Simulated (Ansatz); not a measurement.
We consider bcc W, described by PBEsol+SOC (plane waves, PAW; Ansatz, a program for electronic structure).

Settings: plane-wave cutoff 520 eV, 28×28×28 k mesh, Fermi–Dirac smearing 0.09 eV (set by the program), PAW data made under PBE.

Cell (relaxed at this level):

```cif
data_W
_chemical_formula_sum 'W1'
_space_group_name_H-M_alt 'P 1'
_space_group_IT_number 1
_cell_length_a 2.73272
_cell_length_b 2.73272
_cell_length_c 2.73272
_cell_angle_alpha 109.471
_cell_angle_beta 109.471
_cell_angle_gamma 109.471
loop_
_space_group_symop_operation_xyz
  'x, y, z'
loop_
_atom_site_label
_atom_site_type_symbol
_atom_site_fract_x
_atom_site_fract_y
_atom_site_fract_z
_atom_site_occupancy
W1 W 0.00000 0.00000 0.00000 1
```

Q: Estimate the Poisson ratio, elastic constant C11, elastic constant C44 and elastic constant C12 that the calculation returns.

A: 
- Poisson ratio = 0.292
- elastic constant C11 = 533 GPa
- elastic constant C44 = 151 GPa
- elastic constant C12 = 214 GPa

Measured, for comparison: elastic constant C11 533 GPa, elastic constant C44 163 GPa, elastic constant C12 205 GPa (0 K, extrapolated to 0 K; zero-point effects included; as tabulated in Wang et al. (2022), arXiv:2209.12322). Computed (rounded) less measured: elastic constant C11 0.0 %, elastic constant C44 -7 %, elastic constant C12 +4 %.

Note: shear constants of such metals converge slowly with the k mesh.

Elastic constants are with the ions relaxed.
